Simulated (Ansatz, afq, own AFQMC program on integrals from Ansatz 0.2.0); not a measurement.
# Where AFQMC and coupled cluster stand for BO, doublet

```xyz
2

B     0.0000    0.0000    0.0000
O     0.0000    0.0000    2.1670
```

Basis 6-31G. Only valence electrons are correlated. Integrals, coupled cluster, full CI and functionals: Ansatz 0.2.0; the random walks run on the same integrals in our own AFQMC program. ph-AFQMC/CISD is guided by a CISD state made of CCSD amplitudes; releasing the constraint for a short imaginary time cuts its bias at the price of noise, slowly where states lie close. ± is one standard error of the sampling.

Determinant: UHF, the one that the program's search chose, which needn't be the lowest solution. The geometry is a point of a scan.

Full CI on the same integrals is exact in this basis and with this determinant's frozen core.

Cautions: strong correlation (T1 0.098, weight of the determinant 0.71, largest double 0.16); unrestricted determinant spin contaminated (⟨S²⟩ 1.31 against 0.75); CCSD(T) is in doubt: in a space of 9 electrons in 8 natural orbitals full CI lies 108 meV below it; the released energies are still falling, so no released level is given (meV from the phaseless value at times in 1/Eh: -4 ± 6 at 0.24, -23 ± 10 at 0.51, -18 ± 7 at 0.99, -25 ± 12 at 1.62, -50 ± 15 at 2.40), though the last usable value meets full CI within the noise.

The T1 diagnostic is 0.0977. The weight of the determinant in the CISD state is 0.712, the ⟨S²⟩ of the determinant is 1.313 and the size of the correlated space is 9 electrons in 16 orbitals.

Reference: full CI, correlation energy -4.396 eV. The cautions show a poor starting determinant, so the rows tell how each method copes with it here, and full CI is the sure value.

```
        level  E − E(reference) (kcal/mol)  share of correlation (%)
           HF                       101.37                      0.00
          MP2                        38.41                     62.11
         CCSD                         4.96                     95.11
      CCSD(T)                         2.33                     97.70
        CCSDT                         0.34                     99.67
     CCSDT(Q)                        -0.60                    100.59
       CCSDTQ                        -0.03                    100.03
ph-AFQMC/CISD                  0.99 ± 0.18                     99.03
```

CCSDT and higher add their correlation energy to the determinant of the CCSD(T) run, since their own runs factorise the integrals more tightly (a shift of under 2 meV). A walk keeps the symmetry of its determinant, which the program's search chose and which needn't be the lowest solution, so a lower state of the same spin and another symmetry isn't excluded.
